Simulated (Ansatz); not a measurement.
Geometry optimisation, UKS B3LYP/def2-SVP (Ansatz 0.2.0).

The input (input.yaml):

```yaml
crystal:
  periodic: [false, false, false]
  atoms:
    - { symbol: B, position_ang: [0.0, 0.0, 0.0] }
    - { symbol: H, position_ang: [0.0, 0.0, 1.44] }
    - { symbol: Cl, position_ang: [1.6108, 0.0, -0.93] }
    - { symbol: "N", position_ang: [-1.3423, 0.0, -0.775] }
    - { symbol: H, position_ang: [-2.0112, -0.8164, -0.6764] }
    - { symbol: H, position_ang: [-1.5914, 0.8164, -1.4036] }
    - { symbol: H, position_ang: [0.0, 0.0, 2.4] }
magnetization:
  spin_polarized: true
  initial_magnetization: 1
basis:
  gaussian: { orbitals: def2-SVP }
hamiltonian:
  xc: b3lyp
relax:
  f_tol: 0.15
  max_steps: 25
  restrain:
    - { distance: [1, 6], at: 0.66, k: 30.0 }
    - { distance: [0, 1], at: 2.39, k: 30.0 }
```

Run as:

```bash
$ ansatz run input.yaml --threads 2 --pin off --max-ram 3072MiB --backend cpu --events-out ev --progress --plain --runs-dir out
```

Problem. Where does it end, and by what steps?

Solution. The run converged. The restraints hold the end off the free minimum. After 10 steps the energy has fallen by 1.422 eV (the restraints' own energy left out); B1 moved furthest, 0.57 Å.

```json
{"step": "0", "energy less start (eV)": "0.0000", "largest force component (eV/Å)": "3.019", "accepted": "yes"}
{"step": "1", "energy less start (eV)": "-0.4362", "largest force component (eV/Å)": "1.735", "accepted": "yes"}
{"step": "2", "energy less start (eV)": "-0.4488", "largest force component (eV/Å)": "5.567", "accepted": "yes"}
{"step": "3", "energy less start (eV)": "-1.0802", "largest force component (eV/Å)": "2.277", "accepted": "yes"}
{"step": "4", "energy less start (eV)": "-1.3592", "largest force component (eV/Å)": "1.682", "accepted": "yes"}
{"step": "5", "energy less start (eV)": "-1.3454", "largest force component (eV/Å)": "1.674", "accepted": "no"}
{"step": "6", "energy less start (eV)": "-1.4053", "largest force component (eV/Å)": "1.653", "accepted": "yes"}
{"step": "7", "energy less start (eV)": "-1.4160", "largest force component (eV/Å)": "1.476", "accepted": "yes"}
{"step": "8", "energy less start (eV)": "-1.4087", "largest force component (eV/Å)": "1.820", "accepted": "yes"}
{"step": "9", "energy less start (eV)": "-1.4148", "largest force component (eV/Å)": "1.761", "accepted": "yes"}
{"step": "10", "energy less start (eV)": "-1.4216", "largest force component (eV/Å)": "1.649", "accepted": "yes"}
```

```xyz
7
Properties=species:S:1:pos:R:3
B -0.030 -0.374 -0.431
H 0.057 -0.200 1.957
Cl 1.476 0.343 -1.001
N -1.285 -0.043 -0.907
H -2.128 -0.480 -0.552
H -1.455 0.661 -1.626
H 0.031 0.094 2.615
```

Whether the end is a true minimum wasn't checked by a vibrational analysis.

Time of the run: 19 s on 2 threads of Arm Neoverse V1 (shared host), peak memory 0.15 GiB.
